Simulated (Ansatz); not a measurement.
**A geometry optimisation of BHNO− with B3LYP-D3(BJ)/def2-SVPD**

The starting geometry of this gas-phase triplet is a saddle point at B3LYP-D3(BJ)/def2-SVPD, pushed by 0.25 Å along its imaginary mode.

```xyz
4

B    -1.4830    3.1736    0.3825
N    -2.0312    2.7445   -0.9105
O    -0.7320    4.1204    0.7825
H    -2.8532    2.1074   -0.7235
```

Problem. Predict what it relaxes into with B3LYP-D3(BJ)/def2-SVPD.

Solution. It keeps its bonds.

The energy falls by 0.04 eV over 19 steps:

| step | E − E(last) (eV) |
| --- | --- |
| 1 | 0.044 |
| 3 | 0.021 |
| 5 | 0.020 |
| 7 | 0.019 |
| 9 | 0.013 |
| 11 | 0.010 |
| 13 | 0.006 |
| 15 | 0.003 |
| 17 | 0.000 |
| 19 | 0.000 |

Final geometry (Å):

```xyz
4

B    -1.1371    2.9733    0.2710
N    -1.9219    2.5300   -0.8880
O    -1.1240    4.1530    0.7557
H    -2.9164    2.4896   -0.6078
```

Frequencies at the end are all real (lowest 204 cm⁻¹). Open shells are spin-unrestricted. The triplet needn't be the ground state. Run with Ansatz 0.2.0, 85 s on 1 thread of Intel(R) Xeon(R) Processor @ 2.50GHz (Skylake/Cascade Lake), with other jobs on the host.
